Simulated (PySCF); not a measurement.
A GIAO shielding run with PySCF (density fitting, non-relativistic, gas phase) on `C=C(C#C)SC`, C5H6S:

```
{"job": {"kind": "nmr", "xc": "LDA", "basis": "pcSseg-1", "pop": false}, "charge": 0, "multiplicity": 1}
C     -1.429300     1.104857    -1.416939
C     -1.074340     0.356647    -0.529397
C     -0.627013    -0.511665     0.508184
C     -1.484508    -1.259601     1.228922
S      1.115044    -0.600006     0.845273
C      1.828700     0.568951    -0.325369
H     -1.759707     1.761544    -2.200337
H     -1.127629    -1.920094     2.022731
H     -2.555764    -1.216608     1.028392
H      2.910243     0.540197    -0.132435
H      1.460022     1.589585    -0.156698
H      1.640188     0.269710    -1.365053
```

Hardware: 1 thread of an Arm Neoverse V2, shared host.

(1) How large is the calculation?

(2) How long does it take?

(3) And these other runs on the same molecule and hardware: GIAO shielding at BLYP/pcSseg-1; GIAO shielding at BP86/pcSseg-1; GIAO shielding at HF/pcSseg-1; GIAO shielding at OPBE/pcSseg-1; GIAO shielding at PBE/pcSseg-1; GIAO shielding at B3LYP/pcSseg-1?

## Answers

(1) 52 electrons, 139 basis functions and 740 auxiliary functions.

(2) 12 s of wall time, with 16 SCF cycles. Times on a shared host scatter by some tens of per cent.

(3) BLYP/pcSseg-1: 139 functions, 14 s; BP86/pcSseg-1: 139 functions, 14 s; HF/pcSseg-1: 139 functions, 4.8 s; OPBE/pcSseg-1: 139 functions, 14 s; PBE/pcSseg-1: 139 functions, 15 s; B3LYP/pcSseg-1: 139 functions, 8.8 s.
